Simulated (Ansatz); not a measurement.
# AlHO (singlet): from Hartree-Fock to the top rungs at distance O2–H3 = 3.294 Å, 6-31G

Aim: climb from Hartree-Fock through coupled cluster and multireference methods for AlHO (singlet) at one geometry and basis, and see what each rung misses.

Method: 6-31G, core rule «outside noble gas», up to 6 orbitals frozen; program: Ansatz 0.2.0, Gaussian basis.

To be run: UHF; CCSD(T) on RHF; CCSD(T) on UHF; BCCD(T) on RHF; CISD; CCSDT(Q) on RHF; CCSDT(Q) on UHF; CISDTQ; CCSDTQ on RHF; CASSCF and MRCISD+Q, 2 electrons in 2 orbitals; CASSCF and NEVPT2, 2 electrons in 2 orbitals; CASSCF and MRCISD+Q, 10 electrons in 9 orbitals; CASSCF and NEVPT2, 10 electrons in 9 orbitals; Full CI.

29 further runs of the same task are left out: 16 for a known fault of the program, 8 that didn't finish, 5 set aside as unsound or not needed.

**1. What is computed**

The geometry derives from a PBE0/def2-TZVP stationary point (not a proven minimum). One bond is set to the value named and the two fragments are kept rigid.

3 atoms, charge 0, spin multiplicity 1.

Atoms are counted from 1 here; the program's logs count them from 0.

Bond lengths: Al1–O2 1.674 Å.

**2. UHF**

The input, in.yaml:

```yaml
crystal:
  periodic: [false, false, false]
  atoms:
    - {symbol: Al, position_ang: [0.000000, 0.000000, 2.214313]}
    - {symbol: O, position_ang: [0.000000, 0.000000, 0.539843]}
    - {symbol: H, position_ang: [0.000000, 0.000000, -2.754157]}
basis:
  gaussian: {orbitals: 6-31G}
magnetization: {spin_polarized: true, initial_magnetization: 0}
hamiltonian: {xc: hf}
output: {orbitals: {seedname: orbitals}}
```

Launch:

```console
ansatz run in.yaml --threads 1 --pin off --events-out ev --progress --plain --max-ram 2393MiB
```

The runs that follow: CCSD(T) on RHF; CCSD(T) on UHF; BCCD(T) on RHF; CISD; CCSDT(Q) on RHF; CCSDT(Q) on UHF; CISDTQ; CCSDTQ on RHF; CASSCF and MRCISD+Q, 2 electrons in 2 orbitals; CASSCF and NEVPT2, 2 electrons in 2 orbitals; CASSCF and MRCISD+Q, 10 electrons in 9 orbitals; CASSCF and NEVPT2, 10 electrons in 9 orbitals; Full CI.

Q: Predict the results of all the runs planned. Wanted: FCI below the RHF energy; RMP2 from FCI; UMP2 from FCI; RCCSD from FCI; RCCSD(T) from FCI; UCCSD(T) from FCI; RCCSDT(Q) from FCI; UCCSDT(Q) from FCI; NEVPT2 pair from FCI.

The runs gave:

| quantity | value |
| --- | --- |
| FCI below the RHF energy | -9.8005 eV |
| RMP2 from FCI | +30.91 kcal/mol |
| UMP2 from FCI | +27.52 kcal/mol |
| RCCSD from FCI | +22.79 kcal/mol |
| RCCSD(T) from FCI | -8.00 kcal/mol |
| UCCSD(T) from FCI | +2.56 kcal/mol |
| RCCSDT(Q) from FCI | -3.13 kcal/mol |
| UCCSDT(Q) from FCI | -0.75 kcal/mol |
| NEVPT2 pair from FCI | +32.61 kcal/mol |
| MRCISD+Q pair from FCI | +20.11 kcal/mol |
| NEVPT2 valence from FCI | +12.07 kcal/mol |
| levels within 1 kcal/mol (43 meV) | UCCSDT, UCCSDT(Q), RCCSDTQ |
| T1 diagnostic | 0.061 |
| effectively unpaired electrons | 2.12 |

What this shows: RCCSD(T) misses by -8.00 kcal/mol, 3.5 % of the correlation energy. CCSD(T) misses by -8.00 kcal/mol on the restricted determinant and by +2.56 kcal/mol on the unrestricted one; the two need not hold the same state or core. RCCSD(T), BCCD(T), RCCSDT(Q), UCCSDT(Q) fall below full CI: unrestricted runs freeze a spin-polarised core, another one than full CI's, and coupled cluster isn't variational. The occupations show strong static correlation (2.1 unpaired electrons where one determinant has 0). Of the multireference levels listed MRCISD+Q valence comes nearest in total energy (+3.15 kcal/mol), which doesn't show that its space is the better one. Coupled cluster took another determinant than the lowest Hartree-Fock one. These misses are within one basis, not against nature.
